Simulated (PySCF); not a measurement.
# HF from Hartree–Fock to correlated methods

State: ¹Σ⁺ (singlet), closed shell. Set-up: H 3-21G, F 3-21G; no relativity (PySCF 2.14). De refers to H + F in their high-spin ground configurations, without counterpoise correction. A positive dipole means H(−)F(+).

```tsv
Level	Re (Å)	ωe (cm⁻¹)	De (eV)	μ (D)
RHF	0.937	4061	3.24	-2.17
RHF-MP2	0.959	3755	4.42	n/a
RHF-SCS-MP2	0.960	3731	4.43	n/a
RHF-CCSD	0.962	3683	4.39	n/a
RHF-CCSD(T)	0.963	3662	4.41	n/a
PBE	0.978	3518	5.15	-1.94
PBEsol	0.977	3548	5.44	-1.98
revPBE	0.979	3513	5.02	-1.92
r²SCAN	0.965	3670	5.01	-2.05
PBE0	0.962	3719	4.92	-2.03
M06-2X	0.963	3767	5.09	-2.07
```

Question: Which functional lies closest to RHF-CCSD(T) in De, which farthest, and by how much do they differ from it?

Answer: Closest is PBE0 (-0.1 pm in Re, +1.6 % in ωe, +0.51 eV in De against RHF-CCSD(T) in the same basis), farthest PBEsol (+1.4 pm in Re, -3.1 % in ωe, +1.03 eV in De). CCSD(T) converges more slowly with the basis than the functionals do and binds too weakly in this one, so the order can change at the basis-set limit.

Question: What does a quarter of exact exchange do here, going from PBE to PBE0?

Answer: PBE0 less PBE: -1.6 pm in Re, +5.7 % in ωe, -0.23 eV in De. Exact exchange removes part of the self-interaction that spreads semilocal densities, and in most molecules shortens and stiffens the bond and lowers De; so it does here.

Question: What does second-order correlation do here, going from RHF to RHF-MP2?

Answer: RHF-MP2 less RHF: +2.2 pm in Re, -7.5 % in ωe, +1.18 eV in De. Correlation nearly always deepens the well. The bond lengthens, as in strong covalent bonds, where excitations into antibonding orbitals dominate.

Correlated steps freeze 1 core orbital. Where the molecule has an RHF reference, its open-shell atoms are computed with UHF. 3-21G is very small, so such numbers show the basis as much as the molecule.
